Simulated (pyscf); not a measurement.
HS–GeH₂• + H₂ → HS–GeH₃ + H• (hydrogen abstraction; doublet surface; H–H broken, Ge–H formed). Single points on ωB97X-D3(BJ)/def2-SVP structures (PySCF, gas phase). Energies in kcal/mol from the separated reactants.

```csv
level,barrier,reaction energy
ωB97X-D3(BJ)/def2-TZVP,23.2,+20.5
PBE/def2-TZVP,(withheld),(withheld)
r²SCAN/def2-TZVP,22.1,+24.6
B3LYP-D3(BJ)/def2-TZVP,(withheld),+25.6
PBE0-D3(BJ)/def2-TZVP,21.7,+21.4
HF/def2-TZVP,23.6,+15.4
```

Question: Some entries are withheld; supply them.

Answer: 
- PBE/def2-TZVP, barrier: 22.8
- PBE/def2-TZVP, reaction energy: +23.8
- B3LYP-D3(BJ)/def2-TZVP, barrier: 24.1

At PBE, r²SCAN, B3LYP-D3(BJ) this geometry lies under the product side: in single points on another level's saddle the reverse barrier vanishes, and the forward threshold there is about the reaction energy. One saddle was located; it need not be the lowest between these sides. The angle at the transferred H is 179°. Elements up to Kr have no core potential and no relativistic terms here.
